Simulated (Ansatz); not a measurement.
in.yaml

```yaml
crystal:
  periodic: [false, false, false]
  atoms:
    - {symbol: In, position_ang: [0.000000, 0.025453, -0.037308]}
    - {symbol: H, position_ang: [0.000000, -2.702209, -0.409957]}
    - {symbol: H, position_ang: [0.384545, -0.098621, 2.329896]}
    - {symbol: H, position_ang: [-0.384545, -0.098621, 2.329896]}
basis:
  gaussian: {orbitals: def2-SVP, fitting: {mean_field: def2-universal-jkfit}}
magnetization: {spin_polarized: false, initial_magnetization: 2}
correlation: {method: sc_nevpt2, electrons: outside_noble_gas, active_space: {window: {electrons: 2, orbitals: 200}}}
scf: {lower_state_search: light}
```

```sh
$ ansatz run in.yaml --threads 1 --pin off --events-out ev --progress --plain --max-ram 2393MiB
```

(1) One thing in this input was set wrong on purpose, beside settings that are merely unusual. What is the gravest fault, and what does the program do?

Answers

(1) Impossible active window. How the run ends: stopped by an error.
```
272 factors; integrals over basis functions are off by at most 5.6e-1 eV
mean field evaluation 1: about -5191.5129 eV, gradient 6.9e0 eV
mean field evaluation 2: about -5192.3029 eV, gradient 3.0e0 eV
mean field evaluation 4: about -5192.4670 eV, gradient 1.9e-1 eV
mean field evaluation 8: about -5187.2327 eV, gradient 6.7e0 eV
mean field evaluation 16: about -5191.6875 eV, gradient 4.5e-2 eV
mean field evaluation 32: about -5192.0538 eV, gradient 1.6e0 eV
mean field -5192.46746374 eV, -190.8196597117 hartree, gradient 1.4e-6 eV, S^2 2.000000; 9 other end points of the search recorded, 0 dependent functions left out
reference -5192.46746374 eV, -190.8196597117 hartree; 13, 11 occupied and 28, 30 virtual orbitals, 272 factors
Error: 2 electrons in 200 orbitals form no window around the highest filled level of the reference
```
